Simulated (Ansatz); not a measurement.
Reaction (SMILES): [SiH4] (SiH4) → [SiH3-] + H+
B3LYP-D3(BJ)/def2-TZVP geometries, fixed; electronic energies without zero-point terms.
Largest species:
```
Si
H 1 1.4803
H 1 1.4803 2 109.47
H 1 1.4803 2 109.47 3 -120.00
H 1 1.4803 2 109.47 4 -120.00
```

Basis-set convergence of the deprotonation energy at r2SCAN with Ansatz (a quantum-chemistry and plane-wave program). Cartesian d functions, on some or all atoms, in 6-31G*, 6-31+G*, 6-311G**, 6-311+G**; all else is spherical. The program fits the integrals of some runs and decomposes those of others, by size. No added dispersion term, no relativity. Functions are those of the species that has most. Reference: the value in aug-pcseg-3, 378.36 kcal/mol, itself unsure by roughly 0.23 kcal/mol (its mean distance from aug-cc-pV(Q+d)Z, def2-QZVPPD). Deviations are taken from unrounded values.

```tsv
basis	functions	deprotonation energy (kcal/mol)
6-31G*	27	381.93
6-31+G*	31	376.90
def2-SVP	38	382.65
def2-SVPD	56	380.03
pcseg-1	38	379.27
aug-pcseg-1	63	376.79
cc-pV(D+d)Z	43	382.28
aug-cc-pV(D+d)Z	68	376.11
6-311G**	51	379.21
6-311+G**	55	377.25
def2-TZVP	61	380.25
def2-TZVPD	79	379.16
pcseg-2	90	379.28
aug-pcseg-2	142	378.10
cc-pV(T+d)Z	95	381.13
aug-cc-pV(T+d)Z	147	377.87
def2-TZVPP	98	380.40
def2-TZVPPD	116	379.23
cc-pV(Q+d)Z	184	379.59
aug-cc-pV(Q+d)Z	273	378.46
def2-QZVPP	190	379.12
def2-QZVPPD	208	378.72
pcseg-3	196	378.65
aug-pcseg-3	285	378.36
```

What the diffuse functions change, pair by pair:
- 6-31G* to 6-31+G*: 4 more functions, deviation 3.57 to -1.46 kcal/mol
- def2-SVP to def2-SVPD: 18 more functions, deviation 4.28 to 1.67 kcal/mol
- pcseg-1 to aug-pcseg-1: 25 more functions, deviation 0.91 to -1.57 kcal/mol
- cc-pV(D+d)Z to aug-cc-pV(D+d)Z: 25 more functions, deviation 3.91 to -2.25 kcal/mol
- 6-311G** to 6-311+G**: 4 more functions, deviation 0.85 to -1.11 kcal/mol
- def2-TZVP to def2-TZVPD: 18 more functions, deviation 1.89 to 0.80 kcal/mol
- pcseg-2 to aug-pcseg-2: 52 more functions, deviation 0.91 to -0.26 kcal/mol
- cc-pV(T+d)Z to aug-cc-pV(T+d)Z: 52 more functions, deviation 2.77 to -0.49 kcal/mol
- def2-TZVPP to def2-TZVPPD: 18 more functions, deviation 2.04 to 0.87 kcal/mol
- cc-pV(Q+d)Z to aug-cc-pV(Q+d)Z: 89 more functions, deviation 1.22 to 0.09 kcal/mol
- def2-QZVPP to def2-QZVPPD: 18 more functions, deviation 0.76 to 0.36 kcal/mol
- pcseg-3 to aug-pcseg-3: 89 more functions, deviation 0.29 to 0.00 kcal/mol

Leaving out the reference's own pair, they bring the value nearer the reference by more than 0.23 kcal/mol in 9 of 11 pairs.
